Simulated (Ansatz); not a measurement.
`[NH2][AlH][Cl]` + NH₃ → `[NH2][AlH][NH2]` + HCl  (ligand exchange at the Al–Cl bond)

Gas-phase electronic energies from Ansatz, PBE0-D4/def2-TZVP geometries. CBS: MP2 limit from def2 TZ/QZ plus the TZ coupled-cluster correction, frozen cores. This one scheme is used for every species. DFT in def2-TZVPP. Each species was taken in one conformer, which may not be the lowest.

**Question.** Is it downhill or uphill in electronic energy at CCSD(T)/CBS, and by how much? (Estimate.)

**Answer.** Computed: Uphill: ΔE = +82.4 kJ/mol.

**Question.** What do these levels give: r2SCANh-D4, r2SCAN0-D4, HF/def2-TZVPP, SCS-MP2/def2-TZVPP, CCSD/def2-TZVPP, CCSD/CBS(def2)? (Best estimate.)

**Answer.** The calculation gave: r2SCANh-D4 85.5, r2SCAN0-D4 86.3, HF/def2-TZVPP 90.0, SCS-MP2/def2-TZVPP 81.2, CCSD/def2-TZVPP 80.7, CCSD/CBS(def2) 82.6 kJ/mol.

Largest T1 diagnostic among the species: 0.010.

In def2-TZVPP, CCSD(T) changes the Hartree–Fock value by −9.5 kJ/mol (the triples alone add −0.2 kJ/mol) and MP2 by −7.4 kJ/mol. Leaving LDA and LC-ωPBE aside and taking each functional with its dispersion term where it has one, the values, not all of them listed here, spread over 7.4 kJ/mol, from BLYP-D4 to r2SCAN0-D4. LDA lies −7.3 kJ/mol from PBE without D4. From BLYP to BHLYP (50 % exact exchange), in def2-TZVPP and without D4, ΔE moves by +4.6 kJ/mol.
